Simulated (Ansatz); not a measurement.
For rock-salt CaO, LC-ωPBE (Ansatz, a program for electronic structure, plane waves, PAW) gives:

| Item | Value |
|---|---|
| elastic constant C11 | 228 GPa |
| elastic constant C44 | 81.8 GPa |
| polycrystal shear modulus | 82.7 GPa |

What does Hartree–Fock in Ansatz (PAW) give for the same quantities?


- elastic constant C11: 220 GPa (falls by 3.5 %)
- elastic constant C44: 87.7 GPa (increases by 7.2 %)
- Voigt–Reuss–Hill shear modulus: 83.7 GPa (grows by 1.2 %)

For comparison: elastic constant C11 219 GPa (measured, room temperature, no zero-point or thermal correction; as tabulated in Speziale et al. (2006), doi:10.1029/2005jb003823); elastic constant C44 80 GPa (measured, room temperature, no zero-point or thermal correction; as tabulated in Speziale et al. (2006), doi:10.1029/2005jb003823).

Changes are worked out from the printed values.

Unless a cell is named, each level is at its own relaxed cell (LC-ωPBE 13.83, Hartree–Fock 14.33 Å³/atom).

Ansatz's density-functional and Hartree–Fock values are scalar-relativistic unless marked +SOC, with PAW data made under PBE.
